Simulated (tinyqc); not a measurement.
UHF in the sto-3g basis, for CH3, spin multiplicity 2, step by step (part 1 of 3). Computed by tinyqc, a small Python program that keeps every step (integrals from PySCF). Settings: charge = 0, multiplicity = 2, basis = sto-3g, energy threshold = 1e-10, iteration cap = 86, orthogonalisation = canonical, start = core, DIIS depth = 0, damping = 0.5, method = UHF. Command: `OMP_NUM_THREADS=1 python tinyqc.py 25444 25445 out.jsonl` (the two numbers bound the seeds that draw the settings). One thread of a shared host (Intel(R) Xeon(R) Processor @ 2.60GHz), about 0.1 s of CPU time with the checks. Later iterations appear only in the table of the cycle.

## One-electron integrals

Geometry (angstrom):

| atom | x | y | z |
|---|---|---|---|
| C | 0.0000 | 0.0000 | 0.1000 |
| H | 1.0740 | 0.0000 | 0.0000 |
| H | -0.5370 | 0.9300 | 0.0000 |
| H | -0.5370 | -0.9300 | 0.0000 |

Basis sto-3g: exponents (1/bohr^2) and contraction coefficients of normalised primitives:

| element | l (shell) | exponent | coefficient |
|---|---|---|---|
| C | s (1) | 71.6168 | 0.1543 |
| C | s (1) | 13.0451 | 0.5353 |
| C | s (1) | 3.5305 | 0.4446 |
| C | s (2) | 2.9412 | -0.1000 |
| C | s (2) | 0.6835 | 0.3995 |
| C | s (2) | 0.2223 | 0.7001 |
| C | p (3) | 2.9412 | 0.1559 |
| C | p (3) | 0.6835 | 0.6077 |
| C | p (3) | 0.2223 | 0.3920 |
| H | s (1) | 3.4253 | 0.1543 |
| H | s (1) | 0.6239 | 0.5353 |
| H | s (1) | 0.1689 | 0.4446 |

Overlap, kinetic and nuclear-attraction integrals over the contracted functions; the nuclear repulsion is the sum of Za Zb / Rab.

nuclear repulsion = 9.684680 hartree

overlap S:
```
         1C 1s   1C 2s   1C 2px   1C 2py   1C 2pz    2H 1s    3H 1s    4H 1s
1C 1s   1.0000  0.2484   0.0000   0.0000   0.0000   0.0639   0.0640   0.0640
1C 2s   0.2484  1.0000   0.0000   0.0000   0.0000   0.4973   0.4974   0.4974
1C 2px  0.0000  0.0000   1.0000   0.0000   0.0000   0.4691  -0.2346  -0.2346
1C 2py  0.0000  0.0000   0.0000   1.0000   0.0000   0.0000   0.4063  -0.4063
1C 2pz  0.0000  0.0000   0.0000   0.0000   1.0000  -0.0437  -0.0437  -0.0437
2H 1s   0.0639  0.4973   0.4691   0.0000  -0.0437   1.0000   0.1493   0.1493
3H 1s   0.0640  0.4974  -0.2346   0.4063  -0.0437   0.1493   1.0000   0.1494
4H 1s   0.0640  0.4974  -0.2346  -0.4063  -0.0437   0.1493   0.1494   1.0000
```

kinetic energy T (hartree):
```
          1C 1s    1C 2s   1C 2px   1C 2py   1C 2pz    2H 1s    3H 1s    4H 1s
1C 1s   15.8911  -0.0859   0.0000   0.0000   0.0000  -0.0101  -0.0101  -0.0101
1C 2s   -0.0859   0.4722   0.0000   0.0000   0.0000   0.1106   0.1106   0.1106
1C 2px   0.0000   0.0000   1.4777   0.0000   0.0000   0.2671  -0.1336  -0.1336
1C 2py   0.0000   0.0000   0.0000   1.4777   0.0000   0.0000   0.2313  -0.2313
1C 2pz   0.0000   0.0000   0.0000   0.0000   1.4777  -0.0249  -0.0249  -0.0249
2H 1s   -0.0101   0.1106   0.2671   0.0000  -0.0249   0.7600  -0.0077  -0.0077
3H 1s   -0.0101   0.1106  -0.1336   0.2313  -0.0249  -0.0077   0.7600  -0.0077
4H 1s   -0.0101   0.1106  -0.1336  -0.2313  -0.0249  -0.0077  -0.0077   0.7600
```

nuclear attraction V (hartree):
```
           1C 1s    1C 2s   1C 2px   1C 2py   1C 2pz    2H 1s    3H 1s    4H 1s
1C 1s   -35.1246  -4.5578   0.0000   0.0000   0.0048  -1.1957  -1.1959  -1.1959
1C 2s    -4.5578  -6.6181   0.0000   0.0000   0.0489  -2.8080  -2.8084  -2.8084
1C 2px    0.0000   0.0000  -6.6396   0.0000   0.0000  -2.4559   1.2282   1.2282
1C 2py    0.0000   0.0000   0.0000  -6.6396   0.0000   0.0000  -2.1271   2.1271
1C 2pz    0.0048   0.0489   0.0000   0.0000  -6.4499   0.2407   0.2407   0.2407
2H 1s    -1.1957  -2.8080  -2.4559   0.0000   0.2407  -4.6723  -0.7759  -0.7759
3H 1s    -1.1959  -2.8084   1.2282  -2.1271   0.2407  -0.7759  -4.6726  -0.7761
4H 1s    -1.1959  -2.8084   1.2282   2.1271   0.2407  -0.7759  -0.7761  -4.6726
```

core Hamiltonian H = T + V (hartree):
```
           1C 1s    1C 2s   1C 2px   1C 2py   1C 2pz    2H 1s    3H 1s    4H 1s
1C 1s   -19.2335  -4.6437   0.0000   0.0000   0.0048  -1.2058  -1.2060  -1.2060
1C 2s    -4.6437  -6.1458   0.0000   0.0000   0.0489  -2.6974  -2.6977  -2.6977
1C 2px    0.0000   0.0000  -5.1618   0.0000   0.0000  -2.1889   1.0947   1.0947
1C 2py    0.0000   0.0000   0.0000  -5.1618   0.0000   0.0000  -1.8957   1.8957
1C 2pz    0.0048   0.0489   0.0000   0.0000  -4.9722   0.2158   0.2159   0.2159
2H 1s    -1.2058  -2.6974  -2.1889   0.0000   0.2158  -3.9123  -0.7836  -0.7836
3H 1s    -1.2060  -2.6977   1.0947  -1.8957   0.2159  -0.7836  -3.9125  -0.7838
4H 1s    -1.2060  -2.6977   1.0947   1.8957   0.2159  -0.7836  -0.7838  -3.9125
```

## Two-electron integrals

Functions are numbered as in S; the eight-fold symmetry (ij|kl) = (ji|kl) = (kl|ij) leaves the list below.

Two-electron integrals (ij|kl) in chemists' order, unique and non-zero (hartree):
```
(11|11) 3.5419      (21|11) 0.5769      (21|21) 0.1119      (22|11) 0.8547
(22|21) 0.2053      (22|22) 0.6247      (31|31) 0.0203      (32|31) 0.0309
(32|32) 0.1380      (33|11) 0.8524      (33|21) 0.2053      (33|22) 0.6246
(33|33) 0.6728      (41|41) 0.0203      (42|41) 0.0309      (42|42) 0.1380
(43|43) 0.0363      (44|11) 0.8524      (44|21) 0.2053      (44|22) 0.6246
(44|33) 0.6003      (44|44) 0.6728      (51|51) 0.0203      (52|51) 0.0309
(52|52) 0.1380      (53|53) 0.0363      (54|54) 0.0363      (55|11) 0.8524
(55|21) 0.2053      (55|22) 0.6246      (55|33) 0.6003      (55|44) 0.6003
(55|55) 0.6728      (61|11) 0.1499      (61|21) 0.0289      (61|22) 0.0528
(61|31) 0.0018      (61|32) 0.0033      (61|33) 0.0532      (61|44) 0.0526
(61|51) -1.65e-04   (61|52) -3.05e-04   (61|53) -5.17e-05   (61|55) 0.0526
(61|61) 0.0076      (62|11) 0.3385      (62|21) 0.0823      (62|22) 0.2730
(62|31) 0.0078      (62|32) 0.0523      (62|33) 0.2853      (62|44) 0.2667
(62|51) -0.0007     (62|52) -0.0049     (62|53) -0.0017     (62|55) 0.2669
(62|61) 0.0221      (62|62) 0.1528      (63|11) 0.2792      (63|21) 0.0688
(63|22) 0.2420      (63|31) 0.0143      (63|32) 0.0880      (63|33) 0.2661
(63|44) 0.2297      (63|51) -0.0005     (63|52) -0.0040     (63|53) -0.0024
(63|55) 0.2299      (63|61) 0.0194      (63|62) 0.1611      (63|63) 0.1862
(64|41) 0.0086      (64|42) 0.0447      (64|43) 0.0104      (64|54) -0.0010
(64|64) 0.0195      (65|11) -0.0260     (65|21) -0.0064     (65|22) -0.0225
(65|31) -0.0005     (65|32) -0.0040     (65|33) -0.0228     (65|44) -0.0214
(65|51) 0.0087      (65|52) 0.0450      (65|53) 0.0105      (65|55) -0.0233
(65|61) -0.0018     (65|62) -0.0150     (65|63) -0.0155     (65|65) 0.0209
(66|11) 0.4788      (66|21) 0.1184      (66|22) 0.4445      (66|31) 0.0147
(66|32) 0.1302      (66|33) 0.4909      (66|44) 0.4207      (66|51) -0.0014
(66|52) -0.0121     (66|53) -0.0065     (66|55) 0.4213      (66|61) 0.0323
(66|62) 0.3078      (66|63) 0.3593      (66|65) -0.0335     (66|66) 0.7746
(71|11) 0.1499      (71|21) 0.0289      (71|22) 0.0528      (71|31) -0.0009
(71|32) -0.0016     (71|33) 0.0528      (71|41) 0.0015      (71|42) 0.0028
(71|43) -2.41e-04   (71|44) 0.0530      (71|51) -1.65e-04   (71|52) -3.05e-04
(71|53) 2.59e-05    (71|54) -4.48e-05   (71|55) 0.0526      (71|61) 0.0074
(71|62) 0.0207      (71|63) 0.0169      (71|64) 0.0008      (71|65) -0.0017
(71|66) 0.0296      (71|71) 0.0076      (72|11) 0.3385      (72|21) 0.0823
(72|22) 0.2731      (72|31) -0.0039     (72|32) -0.0262     (72|33) 0.2714
(72|41) 0.0068      (72|42) 0.0453      (72|43) -0.0081     (72|44) 0.2807
(72|51) -0.0007     (72|52) -0.0049     (72|53) 0.0009      (72|54) -0.0015
(72|55) 0.2669      (72|61) 0.0207      (72|62) 0.1113      (72|63) 0.0913
(72|64) 0.0131      (72|65) -0.0106     (72|66) 0.1767      (72|71) 0.0221
(72|72) 0.1528      (73|11) -0.1396     (73|21) -0.0344     (73|22) -0.1210
(73|31) 0.0101      (73|32) 0.0555      (73|33) -0.1273     (73|41) -0.0025
(73|42) -0.0187     (73|43) 0.0124      (73|44) -0.1207     (73|51) 2.66e-04
(73|52) 0.0020      (73|53) -0.0013     (73|54) 0.0006      (73|55) -0.1150
(73|61) -0.0078     (73|62) -0.0343     (73|63) -0.0159     (73|64) -0.0030
(73|65) 0.0032      (73|66) -0.0430     (73|71) -0.0097     (73|72) -0.0806
(73|73) 0.0612      (74|11) 0.2418      (74|21) 0.0596      (74|22) 0.2096
(74|31) -0.0025     (74|32) -0.0187     (74|33) 0.2024      (74|41) 0.0129
(74|42) 0.0771      (74|43) -0.0110     (74|44) 0.2271      (74|51) -4.61e-04
(74|52) -0.0035     (74|53) 0.0006      (74|54) -0.0021     (74|55) 0.1991
(74|61) 0.0150      (74|62) 0.0856      (74|63) 0.0697      (74|64) 0.0227
(74|65) -0.0080     (74|66) 0.1361      (74|71) 0.0168      (74|72) 0.1395
(74|73) -0.0722     (74|74) 0.1445      (75|11) -0.0260     (75|21) -0.0064
(75|22) -0.0225     (75|31) 2.66e-04    (75|32) 0.0020      (75|33) -0.0218
(75|41) -4.61e-04   (75|42) -0.0035     (75|43) 0.0006      (75|44) -0.0225
(75|51) 0.0087      (75|52) 0.0450      (75|53) -0.0053     (75|54) 0.0091
(75|55) -0.0233     (75|61) -0.0017     (75|62) -0.0106     (75|63) -0.0085
(75|64) -0.0012     (75|65) 0.0143      (75|66) -0.0180     (75|71) -0.0018
(75|72) -0.0150     (75|73) 0.0078      (75|74) -0.0134     (75|75) 0.0209
(76|11) 0.0921      (76|21) 0.0225      (76|22) 0.0768      (76|31) 0.0009
(76|32) 0.0063      (76|33) 0.0775      (76|41) 0.0015      (76|42) 0.0109
(76|43) 3.96e-04    (76|44) 0.0779      (76|51) -3.31e-04   (76|52) -0.0023
(76|53) -3.08e-04   (76|54) -0.0005     (76|55) 0.0750      (76|61) 0.0059
(76|62) 0.0386      (76|63) 0.0376      (76|64) 0.0041      (76|65) -0.0042
(76|66) 0.0726      (76|71) 0.0059      (76|72) 0.0386      (76|73) -0.0152
(76|74) 0.0346      (76|75) -0.0042     (76|76) 0.0118      (77|11) 0.4788
(77|21) 0.1184      (77|22) 0.4445      (77|31) -0.0074     (77|32) -0.0651
(77|33) 0.4383      (77|41) 0.0128      (77|42) 0.1128      (77|43) -0.0304
(77|44) 0.4734      (77|51) -0.0014     (77|52) -0.0121     (77|53) 0.0033
(77|54) -0.0057     (77|55) 0.4214      (77|61) 0.0296      (77|62) 0.1767
(77|63) 0.1393      (77|64) 0.0308      (77|65) -0.0179     (77|66) 0.2829
(77|71) 0.0324      (77|72) 0.3078      (77|73) -0.1797     (77|74) 0.3112
(77|75) -0.0335     (77|76) 0.0726      (77|77) 0.7746      (81|11) 0.1499
(81|21) 0.0289      (81|22) 0.0528      (81|31) -0.0009     (81|32) -0.0016
(81|33) 0.0528      (81|41) -0.0015     (81|42) -0.0028     (81|43) 2.41e-04
(81|44) 0.0530      (81|51) -1.65e-04   (81|52) -3.05e-04   (81|53) 2.59e-05
(81|54) 4.48e-05    (81|55) 0.0526      (81|61) 0.0074      (81|62) 0.0207
(81|63) 0.0169      (81|64) -0.0008     (81|65) -0.0017     (81|66) 0.0296
(81|71) 0.0074      (81|72) 0.0207      (81|73) -0.0091     (81|74) 0.0143
(81|75) -0.0017     (81|76) 0.0056      (81|77) 0.0296      (81|81) 0.0076
(82|11) 0.3385      (82|21) 0.0823      (82|22) 0.2731      (82|31) -0.0039
(82|32) -0.0262     (82|33) 0.2714      (82|41) -0.0068     (82|42) -0.0453
(82|43) 0.0081      (82|44) 0.2807      (82|51) -0.0007     (82|52) -0.0049
(82|53) 0.0009      (82|54) 0.0015      (82|55) 0.2669      (82|61) 0.0207
(82|62) 0.1113      (82|63) 0.0913      (82|64) -0.0131     (82|65) -0.0106
(82|66) 0.1767      (82|71) 0.0207      (82|72) 0.1113      (82|73) -0.0570
(82|74) 0.0725      (82|75) -0.0106     (82|76) 0.0298      (82|77) 0.1767
(82|81) 0.0221      (82|82) 0.1528      (83|11) -0.1396     (83|21) -0.0344
(83|22) -0.1210     (83|31) 0.0101      (83|32) 0.0555      (83|33) -0.1273
(83|41) 0.0025      (83|42) 0.0187      (83|43) -0.0124     (83|44) -0.1207
(83|51) 2.66e-04    (83|52) 0.0020      (83|53) -0.0013     (83|54) -0.0006
(83|55) -0.1150     (83|61) -0.0078     (83|62) -0.0343     (83|63) -0.0159
(83|64) 0.0030      (83|65) 0.0032      (83|66) -0.0430     (83|71) -0.0091
(83|72) -0.0570     (83|73) 0.0419      (83|74) -0.0364     (83|75) 0.0053
(83|76) -0.0117     (83|77) -0.0964     (83|81) -0.0097     (83|82) -0.0806
(83|83) 0.0612      (84|11) -0.2418     (84|21) -0.0596     (84|22) -0.2096
(84|31) 0.0025      (84|32) 0.0187      (84|33) -0.2024     (84|41) 0.0129
(84|42) 0.0771      (84|43) -0.0110     (84|44) -0.2271     (84|51) 4.61e-04
(84|52) 0.0035      (84|53) -0.0006     (84|54) -0.0021     (84|55) -0.1991
(84|61) -0.0150     (84|62) -0.0856     (84|63) -0.0697     (84|64) 0.0227
(84|65) 0.0080      (84|66) -0.1361     (84|71) -0.0143     (84|72) -0.0725
(84|73) 0.0364      (84|74) -0.0351     (84|75) 0.0068      (84|76) -0.0202
(84|77) -0.1053     (84|81) -0.0168     (84|82) -0.1395     (84|83) 0.0722
(84|84) 0.1445      (85|11) -0.0260     (85|21) -0.0064     (85|22) -0.0225
(85|31) 2.66e-04    (85|32) 0.0020      (85|33) -0.0218     (85|41) 4.61e-04
(85|42) 0.0035      (85|43) -0.0006     (85|44) -0.0225     (85|51) 0.0087
(85|52) 0.0450      (85|53) -0.0053     (85|54) -0.0091     (85|55) -0.0233
(85|61) -0.0017     (85|62) -0.0106     (85|63) -0.0085     (85|64) 0.0012
(85|65) 0.0143      (85|66) -0.0180     (85|71) -0.0017     (85|72) -0.0106
(85|73) 0.0053      (85|74) -0.0068     (85|75) 0.0143      (85|76) -0.0031
(85|77) -0.0180     (85|81) -0.0018     (85|82) -0.0150     (85|83) 0.0078
(85|84) 0.0134      (85|85) 0.0209      (86|11) 0.0921      (86|21) 0.0225
(86|22) 0.0768      (86|31) 0.0009      (86|32) 0.0063      (86|33) 0.0775
(86|41) -0.0015     (86|42) -0.0109     (86|43) -3.96e-04   (86|44) 0.0779
(86|51) -3.31e-04   (86|52) -0.0023     (86|53) -3.08e-04   (86|54) 0.0005
(86|55) 0.0750      (86|61) 0.0059      (86|62) 0.0386      (86|63) 0.0376
(86|64) -0.0041     (86|65) -0.0042     (86|66) 0.0726      (86|71) 0.0056
(86|72) 0.0298      (86|73) -0.0117     (86|74) 0.0202      (86|75) -0.0031
(86|76) 0.0095      (86|77) 0.0467      (86|81) 0.0059      (86|82) 0.0386
(86|83) -0.0152     (86|84) -0.0346     (86|85) -0.0042     (86|86) 0.0118
(87|11) 0.0922      (87|21) 0.0225      (87|22) 0.0768      (87|31) -0.0018
(87|32) -0.0126     (87|33) 0.0782      (87|44) 0.0773      (87|51) -3.31e-04
(87|52) -0.0023     (87|53) 0.0006      (87|55) 0.0750      (87|61) 0.0056
(87|62) 0.0298      (87|63) 0.0233      (87|65) -0.0031     (87|66) 0.0467
(87|71) 0.0059      (87|72) 0.0386      (87|73) -0.0224     (87|74) 0.0305
(87|75) -0.0042     (87|76) 0.0095      (87|77) 0.0726      (87|81) 0.0059
(87|82) 0.0386      (87|83) -0.0224     (87|84) -0.0305     (87|85) -0.0042
(87|86) 0.0095      (87|87) 0.0118      (88|11) 0.4788      (88|21) 0.1184
(88|22) 0.4445      (88|31) -0.0074     (88|32) -0.0651     (88|33) 0.4383
(88|41) -0.0128     (88|42) -0.1128     (88|43) 0.0304      (88|44) 0.4734
(88|51) -0.0014     (88|52) -0.0121     (88|53) 0.0033      (88|54) 0.0057
(88|55) 0.4214      (88|61) 0.0296      (88|62) 0.1767      (88|63) 0.1393
(88|64) -0.0308     (88|65) -0.0179     (88|66) 0.2829      (88|71) 0.0296
(88|72) 0.1767      (88|73) -0.0964     (88|74) 0.1053      (88|75) -0.0180
(88|76) 0.0467      (88|77) 0.2829      (88|81) 0.0324      (88|82) 0.3078
(88|83) -0.1797     (88|84) -0.3112     (88|85) -0.0335     (88|86) 0.0726
(88|87) 0.0726      (88|88) 0.7746
```

## Orthogonalisation

S = U s U^T; canonical form X = U s^(-1/2), so that X^T S X = 1. Each column of U has its largest component positive (the first on a tie).

eigenvalues of S: 0.2523  0.3459  0.3459  0.9544  1.0096  1.5047  1.5047  2.0823

X:
```
              1        2        3        4        5        6        7        8
1C 1s   -0.3245   0.0000  -0.0001   0.8946   0.3987   0.0000   0.0000   0.1535
1C 2s    1.5257   0.0000   0.0005  -0.0503   0.0663   0.0000   0.0001   0.4414
1C 2px  -0.0005   0.0000   1.1221   0.0000   0.0000   0.0000   0.6125   0.0000
1C 2py   0.0000   1.1221   0.0000   0.0000   0.0000   0.6125   0.0000   0.0000
1C 2pz  -0.1245   0.0000   0.0000  -0.4239   0.9023   0.0000   0.0000  -0.0357
2H 1s   -0.7101   0.0000  -1.0432  -0.1474  -0.0659   0.0000   0.4393   0.2946
3H 1s   -0.7108  -0.9033   0.5212  -0.1474  -0.0659   0.3804  -0.2196   0.2947
4H 1s   -0.7108   0.9033   0.5212  -0.1474  -0.0659  -0.3804  -0.2196   0.2947
```

Within a degenerate level the vectors are fixed only up to a rotation; this is one choice.

## Starting guess

The start is the orbitals of the core Hamiltonian; D(s) = C_occ C_occ^T for each spin.

D(alpha) at the start:
```
          1C 1s    1C 2s   1C 2px   1C 2py   1C 2pz    2H 1s    3H 1s    4H 1s
1C 1s    1.0797  -0.3551   0.0000   0.0000   0.0088   0.0467   0.0467   0.0467
1C 2s   -0.3551   1.5594  -0.0001   0.0000  -0.0539  -0.1919  -0.1920  -0.1920
1C 2px   0.0000  -0.0001   1.3051   0.0000   0.0000  -0.2658   0.1330   0.1330
1C 2py   0.0000   0.0000   0.0000   1.3051   0.0000   0.0000  -0.2302   0.2302
1C 2pz   0.0088  -0.0539   0.0000   0.0000   1.0055   0.0257   0.0257   0.0257
2H 1s    0.0467  -0.1919  -0.2658   0.0000   0.0257   0.0781  -0.0031  -0.0031
3H 1s    0.0467  -0.1920   0.1330  -0.2302   0.0257  -0.0031   0.0782  -0.0031
4H 1s    0.0467  -0.1920   0.1330   0.2302   0.0257  -0.0031  -0.0031   0.0782
```

D(beta) at the start:
```
          1C 1s    1C 2s   1C 2px   1C 2py   1C 2pz    2H 1s    3H 1s    4H 1s
1C 1s    1.0787  -0.3510   0.0000   0.0000   0.0397   0.0468   0.0468   0.0468
1C 2s   -0.3510   1.5427  -0.0001   0.0000  -0.1823  -0.1923  -0.1924  -0.1924
1C 2px   0.0000  -0.0001   1.3051   0.0000   0.0000  -0.2658   0.1330   0.1330
1C 2py   0.0000   0.0000   0.0000   1.3051   0.0000   0.0000  -0.2302   0.2302
1C 2pz   0.0397  -0.1823   0.0000   0.0000   0.0215   0.0227   0.0227   0.0227
2H 1s    0.0468  -0.1923  -0.2658   0.0000   0.0227   0.0781  -0.0031  -0.0031
3H 1s    0.0468  -0.1924   0.1330  -0.2302   0.0227  -0.0031   0.0782  -0.0031
4H 1s    0.0468  -0.1924   0.1330   0.2302   0.0227  -0.0031  -0.0031   0.0782
```
